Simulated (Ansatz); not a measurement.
# Ligand exchange: C4H9N + SiH2(CH3)(OH) → C4H8O + SiH2(CH3)(NH2)

Species: C4H9N (cyclobutylamine) `NC1CCC1`, singlet; SiH2(CH3)(OH), singlet; C4H8O (cyclobutanol) `OC1CCC1`, singlet; SiH2(CH3)(NH2), singlet. The partners trade NH2 for OH: C–NH2 and Si–OH bonds give way to C–OH and Si–NH2.

Shapes, held fixed at every level: PBE0-D4/def2-TZVP. Flexible molecules stand in one conformer, not always the lowest. Programs: Ansatz 0.2.0. The zero-point and thermal change to 298 K, harmonic and unscaled (PBE0-D4/def2-TZVP), is -1.7 kJ/mol.

```json
{"level": "HF/def2-SVP", "kind": "Hartree–Fock", "ΔH(298 K) (kJ/mol)": "+42.2", "less CCSD(T)/CBS estimate": "-6.8"}
{"level": "BHLYP-D4/def2-TZVPP", "kind": "global hybrid", "ΔH(298 K) (kJ/mol)": "+47.6", "less CCSD(T)/CBS estimate": "-1.4"}
{"level": "PBE0-D4/def2-TZVPP", "kind": "global hybrid", "ΔH(298 K) (kJ/mol)": "+44.8", "less CCSD(T)/CBS estimate": "-4.2"}
{"level": "MP2/def2-TZVPP", "kind": "perturbation theory", "ΔH(298 K) (kJ/mol)": "+52.0", "less CCSD(T)/CBS estimate": "+3.0"}
{"level": "CCSD(T)/def2-SVP", "kind": "coupled cluster or CI", "ΔH(298 K) (kJ/mol)": "+45.8", "less CCSD(T)/CBS estimate": "-3.2"}
{"level": "CCSD(T)/def2-TZVPP", "kind": "coupled cluster or CI", "ΔH(298 K) (kJ/mol)": "+49.1", "less CCSD(T)/CBS estimate": "+0.1"}
{"level": "CCSD/def2-TZVPP", "kind": "coupled cluster or CI", "ΔH(298 K) (kJ/mol)": "+49.3", "less CCSD(T)/CBS estimate": "+0.3"}
{"level": "CCSD(T)/CBS estimate", "kind": "coupled cluster or CI", "ΔH(298 K) (kJ/mol)": "+49.0", "less CCSD(T)/CBS estimate": "0.0"}
```

The highest level, CCSD(T)/CBS estimate, gives ΔH(298 K) = +49.0 kJ/mol; the levels span +42.2 to +52.0. The column of differences is taken from that level and isn't an error. No measured value is set beside it here. The CBS estimate extrapolates MP2 from def2-TZVPP and def2-QZVPP and adds CCSD(T) − MP2 in the triple-zeta set, cores frozen.
